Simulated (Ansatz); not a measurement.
# Grey arsenic (A7) under PBE: structure, energy and stiffness

What does PBE give for arsenic in the grey arsenic (A7) structure? We relax it, solve it on a dense k-mesh, switch on spin-orbit coupling, then scale the cell to 7 volumes from 88 to 112 % of the relaxed one and try a fit of the equation of state. The k-meshes are 10×10×10 for the relaxation; 16×16×16 for the dense run; 10×10×10 for spin-orbit coupling; 16×16×16 for the volumes. The starting cell is the deposited one, from the Crystallography Open Database.

Program: Ansatz 0.2.0. Level of theory: DFT PBE, plane waves (420 eV) with PAW, scalar-relativistic. These are calculated values, not measurements.

**1. Starting point**

Symmetry: R-3m, No. 166, trigonal system. The conventional cell has a = 3.762 Å, b = 3.762 Å, c = 10.542 Å, α = 90.00°, β = 90.00°, γ = 120.00°. Around As (site symmetry 3m) lie 3 As at 2.51 Å.

As a file:

```cif
data_structure
_symmetry_space_group_name_H-M 'R-3m:H'
_symmetry_Int_Tables_number 166
_cell_length_a 3.7616
_cell_length_b 3.7616
_cell_length_c 10.5422
_cell_angle_alpha 90.000
_cell_angle_beta 90.000
_cell_angle_gamma 120.000
_cell_volume 129.18
loop_
_atom_site_label
_atom_site_type_symbol
_atom_site_symmetry_multiplicity
_atom_site_Wyckoff_symbol
_atom_site_fract_x
_atom_site_fract_y
_atom_site_fract_z
_atom_site_occupancy
As1 As 6 c 0.00000 0.00000 0.77400 1
```

**2. Relaxation of the cell**

input.yaml

```yaml
crystal:
  lattice:
    - [1.8807975058, 1.0858789463, 3.5140618606]
    - [-1.8807975058, 1.0858789463, 3.5140618606]
    - [0.0, -2.1717578925, 3.5140618606]
  atoms:
    - { symbol: As, position: [0.774, 0.774, 0.774] }
    - { symbol: As, position: [0.226, 0.226, 0.226] }
hamiltonian:
  xc: pbe
  pseudopotentials:
    kind: paw
    azcp:
      As: "pseudopotentials/As.paw.azcp"
basis:
  ecutwfc: 420
  fft_grid_basis: typed
kpoints:
  mp_grid: { grid: [10, 10, 10], shift: [0, 0, 0] }
magnetization:
  spin_polarized: false
scf:
  occupations: { method: fermi_dirac, width: 0.1 }
relax:
  max_steps: 60
  f_tol: 0.01
  cell: {}
```

The runs that follow: Single point on a dense mesh; A two-component run at the same geometry; Equation of state: 88 %; Equation of state: 92 %; Equation of state: 96 %; Equation of state: 100 %; Equation of state: 104 %; Equation of state: 108 %; Equation of state: 112 %.

Q: Predict the outcome of this session. Wanted: space group; conventional cell; volume; shortest distance; gap on the mesh; V₀, B₀, B₀′.

As calculated:

| quantity | value |
| --- | --- |
| space group (spins left aside) | R-3m (No. 166) |
| conventional cell | a = 3.807 Å, c = 10.824 Å (c/a = 2.843) |
| volume | 22.647 Å³/atom |
| shortest distance | 2.549 Å |
| against the deposited volume | +5.2 % (21.530 Å³/atom) |
| gap on the mesh | none (levels filled in part) |
| V₀, B₀, B₀′ | 22.674 Å³/atom, 68 GPa, 4.2 |

What this shows: The volume comes out 5.2 % larger than measured. No dispersion term holds the layers, chains or molecules together, so the cell swells. The deposited cell holds zero-point motion and, unless taken cold, thermal expansion, so the miss against a static lattice is larger still. Levels at the Fermi energy are filled in part, as in a metal. The total energy of the spin-orbit run lies -0.13 eV/atom from the scalar one, but the two kinds of run don't share a zero of energy: only differences within one kind count. B₀ comes out at 68 GPa; even scaling stretches the bonds with the cell, so it lies well above the modulus that a cell free to change shape would show.
